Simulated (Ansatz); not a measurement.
**BS (doublet): from Hartree-Fock to the top rungs, def2-QZVPP**

The task here is to estimate one member of a computed series from the others.

The runs use Ansatz 0.2.0, Gaussian basis; def2-QZVPP, core rule «outside noble gas», up to 6 orbitals frozen.

To be run: UHF; ROHF; CCSD(T) on UHF.

2 further runs of the same task are left out: 2 set aside as unsound or not needed.

## The system

The geometry is a PBE0/def2-TZVP stationary point (not a proven minimum).

2 atoms, charge 0, spin multiplicity 2.

Atoms are counted from 1 here; the program's logs count them from 0.

Bond lengths: B1–S2 1.608 Å.

Set-up of the first run:

in.yaml reads:

```yaml
crystal:
  periodic: [false, false, false]
  atoms:
    - {symbol: B, position_ang: [0.000000, 0.000000, 0.000000]}
    - {symbol: S, position_ang: [0.000000, 0.000000, 1.607700]}
basis:
  gaussian: {orbitals: "def2-QZVPP.json"}
magnetization: {spin_polarized: true, initial_magnetization: 1}
hamiltonian: {xc: hf}
output: {orbitals: {seedname: orbitals}}
```

The run is started by

```
$ ansatz run in.yaml --threads 1 --pin off --events-out ev --progress --plain --max-ram 2393MiB
```

Steps of the session up to this table: UHF; ROHF; CCSD(T) on UHF.

One table of the session follows, with a row left open; its other results are not shown here.

```
  method  from UCCSD(T) (meV)
    ROHF                    ?
     UHF              +7686.7
    UMP2               +963.8
   UCCSD               +478.6
UCCSD(T)                    0
```

Estimate the missing values for ROHF.

As computed: from UCCSD(T) (meV): +7801.4. In the column «from UCCSD(T) (meV)» it is the highest.
